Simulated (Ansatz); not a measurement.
How methods differ on AlNH2F (SMILES [NH2][Al][F])

AlNH2F: 5 atoms, total charge 0, spin state doublet. SMILES: `[NH2][Al][F]`. The shape is that of a PBE0-D4/def2-TZVP optimisation. This is one conformer, not always the lowest.

Quantity: the vertical energy of the quartet above the doublet, in eV. The values are calculated.

```json
{"level": "USVWN5/STO-3G", "kind": "LDA", "program": "Ansatz", "value (eV)": "7.33", "CPU time (all runs)": "3.4 s"}
{"level": "UPBE/STO-3G", "kind": "GGA", "program": "Ansatz", "value (eV)": "7.13", "CPU time (all runs)": "5.7 s"}
{"level": "UCAM-B3LYP/STO-3G", "kind": "range-separated hybrid", "program": "Ansatz", "value (eV)": "7.68", "CPU time (all runs)": "6.1 s"}
{"level": "UHSE06/STO-3G", "kind": "range-separated hybrid", "program": "Ansatz", "value (eV)": "7.39", "CPU time (all runs)": "6.4 s"}
{"level": "UCCSD(T)/STO-3G", "kind": "coupled cluster or CI", "program": "Ansatz", "value (eV)": "?", "CPU time (all runs)": "0.83 s"}
{"level": "UCCSD/STO-3G", "kind": "coupled cluster or CI", "program": "Ansatz", "value (eV)": "?", "CPU time (all runs)": "0.79 s"}
{"level": "UCCSDT/STO-3G", "kind": "coupled cluster or CI", "program": "Ansatz", "value (eV)": "7.47", "CPU time (all runs)": "3.2 s"}
{"level": "FCI/STO-3G", "kind": "exact in the basis", "program": "Ansatz", "value (eV)": "7.47", "CPU time (all runs)": "2.2 min"}
```

(1) Estimate what the levels marked ? give.

Answers

(1) As computed at these levels: UCCSD(T)/STO-3G: 7.48 eV; UCCSD/STO-3G: 7.43 eV. The values span 7.13 to 7.68 eV. All rows use very small basis sets, so even the best lies far from the true value. CPU times are rough (shared hosts, several kinds of processor): they show what a rung costs within a factor of a few.
